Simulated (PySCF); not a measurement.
Beryllium: a sound run and one with changed settings

Sound run: Be [He] 2s2, Be⁺ [He] 2s1. Calculation: PySCF 2.14, in pcseg-2 (4s2p1d, 15 functions); the non-relativistic Hamiltonian (point nucleus). In the sound run the correlated levels freeze 1s2. The sound run starts from symmetry-adapted Hartree-Fock orbitals and uses a fine grid where one is needed.

Changed run: basis STO-3G. This setting is unsound on purpose.

```csv
species,method,sound run (hartree),changed run (hartree),converged
Be,UHF,-14.57018,-14.35188,yes
Be,TPSS,-14.66901,-14.45296,yes
Be,M06-2X,-14.66586,-14.45482,yes
Be,MP2,-14.59414,-14.37567,yes
Be,CCSD(T),-14.61238,-14.40333,yes
Be⁺,UHF,-14.27536,-14.09784,yes
Be⁺,TPSS,-14.33597,-14.15698,yes
Be⁺,M06-2X,-14.33324,-14.15566,yes
```

Ionisation energy of Be:

```json
{"method": "UHF", "sound run (eV)": "8.022", "changed run (eV)": "6.913"}
{"method": "TPSS", "sound run (eV)": "9.063", "changed run (eV)": "8.054"}
{"method": "M06-2X", "sound run (eV)": "9.051", "changed run (eV)": "8.141"}
{"method": "MP2", "sound run (eV)": "8.674", "changed run (eV)": "7.560"}
{"method": "SCS-MP2", "sound run (eV)": "8.805", "changed run (eV)": "7.690"}
{"method": "CCSD", "sound run (eV)": "9.171", "changed run (eV)": "8.313"}
{"method": "CCSD(T)", "sound run (eV)": "9.171", "changed run (eV)": "8.313"}
{"method": "CCSDT", "sound run (eV)": "9.171", "changed run (eV)": "8.313"}
{"method": "FCI", "sound run (eV)": "9.171", "changed run (eV)": "8.313"}
```

A minimal basis cannot let orbitals breathe on ionisation and holds almost no correlation.

For comparison, NIST gives 9.323 eV between the lowest levels.
